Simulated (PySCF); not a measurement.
**Ionisation energy of Cl by level of theory**

Cl [Ne] 3s2 3p5 (2P) → Cl⁺ [Ne] 3s2 3p4 (3P), as a difference of total energies. All numbers are calculated (PySCF 2.14, the non-relativistic Hamiltonian (point nucleus), in aug-cc-pV(5+d)Z (8s7p6d4f3g2h, 136 functions)). Correlated levels: valence: [Ne] frozen. The calculations carry no spin-orbit coupling.

```json
{"method": "UHF", "ionisation energy (eV)": "11.764", "error (eV)": "-1.210"}
{"method": "LDA", "ionisation energy (eV)": "13.202", "error (eV)": "+0.228"}
{"method": "PBE", "ionisation energy (eV)": "12.969", "error (eV)": "-0.005"}
{"method": "PBE0", "ionisation energy (eV)": "12.953", "error (eV)": "-0.021"}
{"method": "r2SCAN", "ionisation energy (eV)": "12.994", "error (eV)": "+0.020"}
{"method": "r2SCAN0", "ionisation energy (eV)": "12.957", "error (eV)": "-0.017"}
{"method": "MN15", "ionisation energy (eV)": "13.036", "error (eV)": "+0.062"}
{"method": "HSE06", "ionisation energy (eV)": "12.950", "error (eV)": "-0.024"}
{"method": "MP2 (valence)", "ionisation energy (eV)": "12.914", "error (eV)": "-0.060"}
{"method": "SCS-MP2 (valence)", "ionisation energy (eV)": "12.940", "error (eV)": "-0.034"}
```

Reference: 12.974 eV (measured; NIST levels, between the centres of gravity of the two terms).
